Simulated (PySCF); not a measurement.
Work out the structure from these simulated measurements.

Elements present: C, H and N. Monoisotopic mass: 28.0182 u (electron mass counted); charge +1.

- Rotational structure: rotational constant B (linear): 37.323 GHz [GFN2-xTB]
- NMR, other nuclei: isotropic shieldings of nuclei other than C and H, by class: 105 (1 N) ppm [GIAO PBE0/pcSseg-1]
- 13C NMR: chemical shifts (computed TMS as zero) by class: 105.3 (1 C) ppm [GIAO PBE0/pcSseg-1]
- 1H NMR: chemical shifts (computed TMS as zero) by class: 6.75 (1 H), 5.76 (1 H) ppm [GIAO PBE0/pcSseg-1]
- Couplings: largest of the computed one-bond spin–spin couplings (means over like bonds): 13C–1H +369.6, 15N–1H -163.0, 15N–13C -84.1 Hz [B3LYP/pcJ-1]

Gas-phase values; electronic properties from PySCF, density fitting. Levels stand in brackets. Isolated species at its GFN2-xTB geometry, gas phase. NMR classes are plain means over equivalent atoms (diastereotopic ones count apart unless rotation or inversion swaps them), as if these changed places fast.

Task: Which formula fits the mass and the elements?

Result: CH2N (calculated 28.0182). No other formula that holds each of these elements comes within 0.0003 u with a fitting electron parity and a possible valence count.

Task: Give a SMILES that accounts for the data.

Result: The one carbon: triply bonded carbon (105.3 ppm). Hydrogen classes from least to most shielded: 1 H on a nitrogen bonded to C and H (6.75 ppm), 1 H on a triply bonded carbon (5.76 ppm). The other shieldings belong to: 105 ppm, nitrogen bonded to C and H. The couplings run between: +369.6 Hz, triply bonded carbon and its hydrogen; -163.0 Hz, nitrogen bonded to C and H and its hydrogen; -84.1 Hz, nitrogen bonded to C and H and triply bonded carbon. The optimised geometry has point group C∞v and is a linear rotor. Structure: `C#[NH+]` (protonated hydrogen cyanide Ion).
